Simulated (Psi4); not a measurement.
# doublet [CF3]2+: levels of theory compared

We compute a comparison of 4 runs (UHF/STO-3G, UHF/3-21G, UB3LYP/6-31G*, UTPSSh/def2-SVPD) of doublet [CF3]2+. 

The results are computed with Psi4 1.11.

**1. The structure to begin with**

[CF3]2+: 4 atoms, total charge +2, spin state doublet. SMILES of the parent species: `F[C+](F)F`. The shape is that of a PBE0-D4/def2-TZVP optimisation. That shape belongs to the parent species and isn't relaxed for this state.

Bond lengths: F1–C2 1.230 Å, C2–F3 1.230 Å, C2–F4 1.230 Å. Angles: F1–C2–F3 120.0°, F1–C2–F4 120.0°, F3–C2–F4 120.0°.

**2. A single-point energy at UHF/STO-3G (run 1)**

run.py reads:

```python
import psi4

psi4.set_memory(2200000000)
psi4.set_num_threads(1)
psi4.core.set_output_file('cf3.out', False)

geom = psi4.geometry("""
2 2
F      0.698600    -0.114600     1.005400
C      0.000000     0.000000     0.000000
F     -0.609500    -0.973400    -0.439400
F     -0.089000     1.088000    -0.566000
symmetry c1
""")

psi4.set_options({
    'basis': 'STO-3G',
    'reference': 'uhf',
    'puream': True,
    'e_convergence': 1e-09,
    'd_convergence': 1e-08,
    'scf_type': 'pk',
    'maxiter': 100,
})

e_tot, wfn = psi4.energy("scf", return_wfn=True)
psi4.oeprop(wfn, "DIPOLE", "MULLIKEN_CHARGES", "WIBERG_LOWDIN_INDICES")
print('E =', round(e_tot, 9))
```

The run is started by

```console
$ python run.py
```

cf3.out:

```text
[...]
  Running in c1 symmetry.
[...]
  Nuclear repulsion =  130.092792016670501
[...]
  Multiplicity = 2
[...]
  Nalpha       = 16
  Nbeta        = 15
[...]
    Number of basis functions: 20
[...]
   @UHF iter   1:  -330.13095731851740    4.05874e-01   2.36496e-02 ADIIS/DIIS
[...]
   @UHF iter  16:  -330.28796913624876    3.35376e-12   5.42231e-09 DIIS
[...]
   @S^2 Observed:                7.634340514E-01
[...]
    Orbital Energies [Eh]
    ---------------------
    Alpha Occupied:
       1A    -27.090825     2A    -27.090695     3A    -27.090690
       4A    -12.305672     5A     -2.583324     6A     -2.481421
       7A     -2.481416     8A     -1.662210     9A     -1.599262
      10A     -1.599253    11A     -1.554500    12A     -1.430485
      13A     -1.415622    14A     -1.415619    15A     -1.385139
      16A     -1.385135
    Alpha Virtual:
      17A     -0.581123    18A     -0.283314    19A     -0.089189
      20A     -0.089155
[...]
  @UHF Final Energy:  -330.28796913624876
   => Energetics <=
    Nuclear Repulsion Energy =            130.0927920166705007
    One-Electron Energy =                -693.8854070026366117
    Two-Electron Energy =                 233.5046458497173489
    Total Energy =                       -330.2879691362487620
  UHF NO Occupations:
  HONO-2 :   14  A 1.9968753
  HONO-1 :   15  A 1.9968746
[...]
 Multipole Moments:
 ------------------------------------------------------------------------------------
     Multipole            Electronic (a.u.)      Nuclear  (a.u.)        Total (a.u.)
 ------------------------------------------------------------------------------------
 L = 1.  Multiply by 2.5417464519 to convert [e a0] to [Debye]
 Dipole X            :         -0.0000552           -0.0000164           -0.0000716
 Dipole Y            :         -0.0000016            0.0000000           -0.0000016
 Dipole Z            :         -0.0000168            0.0000000           -0.0000168
 Magnitude           :                                                    0.0000735
[...]
  Mulliken Charges: (a.u.)
   Center  Symbol    Alpha    Beta     Spin     Total
       1     F     4.52747  4.15505  0.37243  0.31748
       2     C     2.41758  2.53489 -0.11730  1.04753
       3     F     4.52747  4.15503  0.37244  0.31750
       4     F     4.52747  4.15504  0.37244  0.31749
   Total alpha = 16.00000, Total beta = 15.00000, Total charge =  2.00000
  Wiberg Bond Indices using Orthogonal Lowdin Orbitals:
  Total Bond Index:
  Irrep: 1 Size: 4 x 4
[...]
```

The script printed:

```text
E = -330.287969136
```

It took 4.8 s on 1 thread of Intel Xeon at 2.50GHz (Skylake/Cascade Lake), shared host; peak memory 0.18 GiB.

**3. Energy and gradient at UHF/3-21G (run 2)**

calc.dat reads:

```
memory 2.2 GB

molecule m {
  2 2
  F
  C 1 r2
  F 2 r3 1 a3
  F 2 r4 1 a4 3 d4

  r2 = 1.229636
  r3 = 1.229663
  a3 = 119.99997
  r4 = 1.229643
  a4 = 119.99607
  d4 = -179.99577
  symmetry c1
}

set {
  basis         3-21G
  reference     uhf
  puream        true
  e_convergence 1e-09
  d_convergence 1e-08
  scf_type      pk
  maxiter       100
}

e, wfn = gradient("scf", return_wfn=True)
oeprop(wfn, "DIPOLE", "MAYER_INDICES", "WIBERG_LOWDIN_INDICES", title="SCF")
```

The run is started by

```console
$ psi4 calc.dat calc.out -n 1
```

calc.out:

```text
[...]
  Running in c1 symmetry.
[...]
  Nuclear repulsion =  130.092759845530310
[...]
  Multiplicity = 2
[...]
  Nalpha       = 16
  Nbeta        = 15
[...]
    Number of basis functions: 36
[...]
   @UHF iter   1:  -332.77284191246633    1.52116e+00   1.70308e-02 DIIS/ADIIS
[...]
   @UHF iter  18:  -332.95117622486043    1.47793e-12   3.19910e-09 DIIS
[...]
   @S^2 Observed:                7.769878077E-01
[...]
    Orbital Energies [Eh]
    ---------------------
    Alpha Occupied:
       1A    -27.118770     2A    -27.118765     3A    -27.118714
       4A    -12.339388     5A     -2.623448     6A     -2.523931
       7A     -2.523924     8A     -1.717381     9A     -1.664812
      10A     -1.664803    11A     -1.604124    12A     -1.509716
      13A     -1.509712    14A     -1.504420    15A     -1.473311
      16A     -1.473306
    Alpha Virtual:
      17A     -0.612327    18A     -0.393838    19A     -0.183213
      20A     -0.183177    21A      0.164687    22A      0.180408
      23A      0.180415    24A      0.439846    25A      1.411433
[...]
  @UHF Final Energy:  -332.95117622486043
   => Energetics <=
    Nuclear Repulsion Energy =            130.0927598455303098
    One-Electron Energy =                -697.5267385803629168
    Two-Electron Energy =                 234.4828025099722026
    Total Energy =                       -332.9511762248604327
  UHF NO Occupations:
  HONO-2 :   14  A 1.9936437
  HONO-1 :   15  A 1.9936423
[...]
  -Total Gradient:
     Atom            X                  Y                   Z
    ------   -----------------  -----------------  -----------------
       1       -0.000003488039     0.000006550337     0.050425311963
       2        0.000007239364     0.000020096864    -0.000012757623
       3       -0.000003487155     0.043628545194    -0.025196784109
       4       -0.000000264170    -0.043655192396    -0.025215770232
[...]
 Multipole Moments:
 ------------------------------------------------------------------------------------
     Multipole            Electronic (a.u.)      Nuclear  (a.u.)        Total (a.u.)
 ------------------------------------------------------------------------------------
 L = 1.  Multiply by 2.5417464519 to convert [e a0] to [Debye]
 Dipole X            :          0.0000482            0.0000129            0.0000611
 Dipole Y            :         -0.0000152           -0.0000040           -0.0000192
 Dipole Z            :          0.0000637            0.0000093            0.0000730
 Magnitude           :                                                    0.0000971
[...]
```

Wall time 4.8 s (1 thread of Intel Xeon at 2.50GHz (Skylake/Cascade Lake), shared host); peak memory 0.18 GiB.

**4. A single-point energy at UB3LYP/6-31G(d) (spherical functions) (run 3)**

calc.py reads:

```python
import psi4

psi4.set_memory(2200000000)
psi4.set_num_threads(1)
psi4.core.set_output_file('cf3.out', False)

molecule = psi4.geometry("""
2 2
F      1.32016267    -0.21656261     1.89993065
C      0.00000000     0.00000000     0.00000000
F     -1.15178807    -1.83945941    -0.83034566
F     -0.16818563     2.05602202    -1.06958499
units bohr
symmetry c1
""")

psi4.set_options({
    'reference': 'uks',
    'puream': True,
    'e_convergence': 1e-09,
    'd_convergence': 1e-08,
    'scf_type': 'pk',
    'dft_radial_points': 99,
    'dft_spherical_points': 590,
    'maxiter': 100,
})

energy_value, wavefunction = psi4.energy("b3lyp/6-31G*", return_wfn=True)
print(f'b3lyp/6-31G* energy: {energy_value:.10f} Eh')
```

The run is started by

```console
$ python calc.py
```

cf3.out:

```text
[...]
  Running in c1 symmetry.
[...]
  Nuclear repulsion =  130.092792062565593
[...]
  Multiplicity = 2
[...]
  Nalpha       = 16
  Nbeta        = 15
[...]
    Number of basis functions: 56
[...]
   @UKS iter   1:  -336.22619505797132    1.51199e+00   7.55415e-03 DIIS/ADIIS
[...]
   @UKS iter  11:  -336.30228744746580   -1.56206e-10   3.25473e-09 DIIS
[...]
   @S^2 Observed:                7.547439248E-01
[...]
    Orbital Energies [Eh]
    ---------------------
    Alpha Occupied:
       1A    -25.561825     2A    -25.561818     3A    -25.561761
       4A    -11.244114     5A     -2.141553     6A     -2.055190
       7A     -2.055187     8A     -1.430237     9A     -1.374512
      10A     -1.374508    11A     -1.324300    12A     -1.243457
      13A     -1.243446    14A     -1.203654    15A     -1.203086
      16A     -1.203081
    Alpha Virtual:
      17A     -0.754565    18A     -0.573707    19A     -0.384800
      20A     -0.384772    21A     -0.140999    22A     -0.140992
      23A     -0.138293    24A     -0.132944    25A      0.465108
[...]
  @UKS Final Energy:  -336.30228744746580
   => Energetics <=
    Nuclear Repulsion Energy =            130.0927920625655929
    One-Electron Energy =                -701.9768268352620453
    Two-Electron Energy =                 264.5824928755673682
    DFT Exchange-Correlation Energy =     -29.0007455503367524
    Empirical Dispersion Energy =           0.0000000000000000
    VV10 Nonlocal Energy =                  0.0000000000000000
    Total Energy =                       -336.3022874474658011
[...]
 Multipole Moments:
 ------------------------------------------------------------------------------------
     Multipole            Electronic (a.u.)      Nuclear  (a.u.)        Total (a.u.)
 ------------------------------------------------------------------------------------
 L = 1.  Multiply by 2.5417464519 to convert [e a0] to [Debye]
 Dipole X            :         -0.0000211           -0.0000164           -0.0000375
 Dipole Y            :         -0.0000033            0.0000000           -0.0000033
 Dipole Z            :          0.0000214            0.0000000            0.0000214
 Magnitude           :                                                    0.0000433
[...]
```

The script printed:

```text
b3lyp/6-31G* energy: -336.3022874475 Eh
```

Wall time 22 s (1 thread of Intel Xeon at 2.50GHz (Skylake/Cascade Lake), shared host); peak memory 0.56 GiB.

**5. The energy at UTPSSh/def2-SVPD (run 4)**

input.in reads:

```
memory 2.2 GB

molecule {
  2 2
  F
  C 1 1.229636
  F 2 1.229663 1 119.99997
  F 2 1.229643 1 119.99607 3 -179.99577
  symmetry c1
}

set globals {
  basis                def2-SVPD
  reference            uks
  puream               true
  e_convergence        1e-09
  d_convergence        1e-08
  scf_type             pk
  dft_radial_points    99
  dft_spherical_points 590
  maxiter              100
}

energy_value, wavefunction = energy("tpssh", return_wfn=True)
oeprop(wavefunction, "MULLIKEN_CHARGES", "DIPOLE", "LOWDIN_CHARGES")
```

The run is started by

```console
$ psi4 -i input.in -o input.out -n 1
```

input.out:

```text
[...]
  Running in c1 symmetry.
[...]
  Nuclear repulsion =  130.092759845530310
[...]
  Multiplicity = 2
[...]
  Nalpha       = 16
  Nbeta        = 15
[...]
    Number of basis functions: 89
[...]
   @UKS iter   1:  -336.00674926036186    1.54621e+00   4.18365e-03 ADIIS/DIIS
[...]
   @UKS iter  11:  -336.07258554172199   -3.01043e-10   3.89126e-09 DIIS
[...]
   @S^2 Observed:                7.539395181E-01
[...]
  @UKS Final Energy:  -336.07258554172199
   => Energetics <=
    Nuclear Repulsion Energy =            130.0927598455303098
    One-Electron Energy =                -701.7165005793507362
    Two-Electron Energy =                 267.9783891991299924
    DFT Exchange-Correlation Energy =     -32.4272340070315082
    Empirical Dispersion Energy =           0.0000000000000000
    VV10 Nonlocal Energy =                  0.0000000000000000
    Total Energy =                       -336.0725855417219918
[...]
 Multipole Moments:
 ------------------------------------------------------------------------------------
     Multipole            Electronic (a.u.)      Nuclear  (a.u.)        Total (a.u.)
 ------------------------------------------------------------------------------------
 L = 1.  Multiply by 2.5417464519 to convert [e a0] to [Debye]
 Dipole X            :          0.0000274            0.0000129            0.0000403
 Dipole Y            :         -0.0000105           -0.0000040           -0.0000145
 Dipole Z            :         -0.0000014            0.0000093            0.0000079
 Magnitude           :                                                    0.0000435
[...]
  Mulliken Charges: (a.u.)
   Center  Symbol    Alpha    Beta     Spin     Total
       1     F     4.63331  4.27545  0.35787  0.09124
       2     C     2.10004  2.17359 -0.07355  1.72637
       3     F     4.63333  4.27549  0.35785  0.09118
       4     F     4.63332  4.27548  0.35784  0.09121
   Total alpha = 16.00000, Total beta = 15.00000, Total charge =  2.00000
  Lowdin Charges: (a.u.)
   Center  Symbol    Alpha    Beta     Spin     Total
       1     F     4.42540  4.07331  0.35209  0.50129
       2     C     2.72380  2.78004 -0.05623  0.49616
[...]
```

Run time: 87 s. Hardware: 1 thread of Intel Xeon at 2.50GHz (Skylake/Cascade Lake), shared host; peak memory 1 GiB.

**6. Overview of the runs**

| run | level | task | integration grid | energy (Eh) | HOMO energy (eV) | LUMO energy (eV) | ⟨S²⟩ | wall time |
| --- | --- | --- | --- | --- | --- | --- | --- | --- |
| 1 | UHF/STO-3G | energy | – | -330.287969 | -32.91 | -24.70 | 0.763 | 4.8 s |
| 2 | UHF/3-21G | gradient | – | -332.951176 | -35.20 | -26.24 | 0.777 | 4.8 s |
| 3 | UB3LYP/6-31G* (spherical functions) | energy | 99 radial × 590 angular | -336.302287 | -31.88 | -28.81 | 0.755 | 22 s |
| 4 | UTPSSh/def2-SVPD | energy | 99 radial × 590 angular | -336.072586 | -31.31 | -28.95 | 0.754 | 87 s |

**7. Summary of results**

| quantity | value |
| --- | --- |
| run 4: total energy | -336.07259 Eh |
| run 4: HOMO energy (highest over α and β) | -31.31 eV |
| run 4: LUMO energy (lowest over α and β) | -28.95 eV |
| run 4: ⟨S²⟩ | 0.754 |

What this shows: Totals of different functionals can't be ranked against each other. In run 1 the basis is minimal, so the values are rough. All runs together took 2 min, the longest 87 s.
